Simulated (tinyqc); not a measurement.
Inside a calculation. Method: Hueckel theory of the pi electrons, for the molecule C=C(N)C=O (SMILES; centres numbered as the heavy atoms are written). One step of it, computed by the program tinyqc.

Task: Orbitals. Diagonalise; E = alpha + x beta with beta < 0, so the largest x are filled first; degenerate levels share their electrons. P = sum n_i c_ri c_si; each orbital has its largest coefficient positive (the first on a tie).

Hueckel matrix in units of beta (H = alpha + beta A), lower triangle:
```
          1C        2C        3N        4C        5O
1C  0.000000
2C  1.000000  0.000000
3N  0.000000  0.820000  1.320000
4C  0.000000  1.000000  0.000000  0.000000
5O  0.000000  0.000000  0.000000  1.000000  1.010000
```

pi electrons, sum of z_r less the charge = 6

Give: x values; occupations; coefficients; charge and bond-order matrix P.

Result:

x values: 2.124  1.525  0.682  -0.366  -1.635

occupations: 2.000  2.000  2.000  0.000  0.000

coefficients:
```
      MO1     MO2     MO3     MO4     MO5
1C  0.253  -0.098   0.623  -0.605  -0.415
2C  0.537  -0.149   0.425   0.221   0.678
3N  0.548  -0.596  -0.546  -0.108  -0.188
4C  0.438   0.359   0.114   0.612  -0.540
5O  0.394   0.696  -0.347  -0.445   0.204
```

charge and bond-order matrix P, lower triangle:
```
        1C      2C      3N     4C     5O
1C   0.924
2C   0.830   0.982
3N  -0.286   0.303   1.906
4C   0.294   0.461  -0.071  0.668
5O  -0.370  -0.080  -0.019  0.765  1.520
```
